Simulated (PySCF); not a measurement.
Gas-phase reaction: 4 CH3Cl ⇌ 4 HCl + C3H4 (allene) + CH4

Method: PySCF energies plus ideal-gas RRHO corrections (1 bar). Table values come from the NASA 1993 polynomials. † marks an energy on the PBE0/def2-TZVP geometry and frequencies; other levels use their own. MP2 freezes the core. 6-31G* has spherical d functions here. All species are closed-shell singlets. B3LYP is the form with VWN-RPA correlation. MP2 isn't extrapolated to the basis-set limit.

```
level               ΔH°(298 K), kJ
------------------  --------------
table                         75.0
B3LYP/def2-TZVP†                 ?
BLYP/def2-TZVP†               42.2
HF/6-31G*                    145.2
M06-2X/def2-TZVP†                ?
MP2/def2-SVP†                 55.6
PBE/def2-SVP                  89.2
PBE0/def2-QZVP†                  ?
PBE0/def2-TZVP               106.4
r2SCAN/def2-TZVP†             89.1
ωB97M-V/def2-TZVP†               ?
ωB97X-V/def2-TZVP†           112.5
```

Problem. Complete the blanks.

Solution. 
- B3LYP/def2-TZVP†, ΔH°(298 K), kJ: 65.4
- M06-2X/def2-TZVP†, ΔH°(298 K), kJ: 102.6
- PBE0/def2-QZVP†, ΔH°(298 K), kJ: 97.7
- ωB97M-V/def2-TZVP†, ΔH°(298 K), kJ: 89.9
